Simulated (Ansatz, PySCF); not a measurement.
Process, species as SMILES: C=C(C)C + 2 C (CH4) -> C=C (C2H4) + 2 CC (C2H6) [ethane]

Wanted: bond separation energy (electronic), in kcal/mol. Set-up: non-relativistic; frozen cores in correlated levels; no dispersion term unless named; 6-31G* and kin with 6d, 5d where marked; spin-orbit terms left out. Basis-set limits of correlation are two-point, X^-3; Hartree-Fock from the larger set. [CCSD(T)-MP2]/basis is that difference in the basis named. First-principles rows: single points at B3LYP-D3(BJ) geometries (Ansatz, a quantum-chemistry and plane-wave program).

```json
[
 {"species": "C=C(C)C", "coefficient": "-1", "E at PBE/6-31G* (Ansatz), Eh": "-156.99064", "E at M06-2X/def2-TZVPD (PySCF), Eh": "-157.19719"},
 {"species": "C (CH4)", "coefficient": "-2", "E at PBE/6-31G* (Ansatz), Eh": "-40.44431", "E at M06-2X/def2-TZVPD (PySCF), Eh": "-40.50048"},
 {"species": "C=C (C2H4)", "coefficient": "+1", "E at PBE/6-31G* (Ansatz), Eh": "-78.46545", "E at M06-2X/def2-TZVPD (PySCF), Eh": "-78.57219"},
 {"species": "CC (C2H6)", "coefficient": "+2", "E at PBE/6-31G* (Ansatz), Eh": "-79.69820", "E at M06-2X/def2-TZVPD (PySCF), Eh": "-79.80476"}
]
```

Coupled cluster (Ansatz) is a level with limits of its own, used here on species with T1 under 0.025 (0.045 for open shells) and stable references: RI-MP2/CBS(cc-pVTZ,cc-pVQZ)+[CCSD(T)-MP2]/cc-pVTZ. Value to compare with, RI-MP2/CBS(cc-pVTZ,cc-pVQZ)+[CCSD(T)-MP2]/cc-pVTZ (Ansatz): 10.4 kcal/mol. 1 Eh = 627.5095 kcal/mol.

Problem. Compute it at each level from the table, and compare with RI-MP2/CBS(cc-pVTZ,cc-pVQZ)+[CCSD(T)-MP2]/cc-pVTZ (Ansatz).

Solution. 
- PBE/6-31G*: the sum of coefficient times E is 0.01741 Eh, or 10.92 kcal/mol. Result: 10.9 kcal/mol. Its difference against RI-MP2/CBS(cc-pVTZ,cc-pVQZ)+[CCSD(T)-MP2]/cc-pVTZ (Ansatz) is 0.5 kcal/mol.
- M06-2X/def2-TZVPD: the sum of coefficient times E is 0.01644 Eh, or 10.32 kcal/mol. Result: 10.3 kcal/mol. Its difference against RI-MP2/CBS(cc-pVTZ,cc-pVQZ)+[CCSD(T)-MP2]/cc-pVTZ (Ansatz) is -0.1 kcal/mol.
